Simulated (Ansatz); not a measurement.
A made-up structure of MgBH4O (charge +1), closed shell:

```xyz
7
angstrom
B -1.8164 0.3822 -1.0998
Mg 0.0915 -0.0177 0.0487
O 1.7927 -0.3772 1.0839
H 0.4303 -0.3581 1.7003
H -2.3066 1.4677 -1.0634
H 2.2559 0.2409 1.6656
H 2.2995 -1.2005 1.0965
```

It is relaxed with PBE-D4/def2-SVP and then PBE0-D4/def2-TZVP (Ansatz 0.2.0). Atoms count as bonded within 1.22 times the sum of their covalent radii (H–H: 0.88 Å). The end point is not checked to be a true minimum.

**Question.** Does its bonding change? (Judge from chemistry; the calculation decides.)

**Answer.** Computed: Yes. Formed: B1–H4; broken: Mg2–H4.

Where it ends: The first stage lowers the energy by 5.11 eV in 23 steps. It ends as MgBH₄O ([BH2][Mg][OH2]), total charge +1:
```xyz
7
angstrom
B -1.6546 0.5730 0.0918
Mg 0.4924 -0.0087 0.5063
O 2.4117 -0.5276 0.8832
H -2.3699 0.8623 0.9995
H -2.0528 0.5878 -1.0310
H 2.8475 -0.5413 1.7461
H 3.0727 -0.8084 0.2358
```

Labels in which every atom is bracketed show which atoms are joined, not bond orders.

For scale, one of the runs: PBE0-D4/def2-TZVP relaxation, 118 basis functions, launched by `ansatz run in.yaml --threads 2 --pin off --events-out ev --progress --plain --max-ram 4352MiB`. Hardware: 2 CPU threads of an Arm Neoverse V1, shared host. Wall time about 51 s.
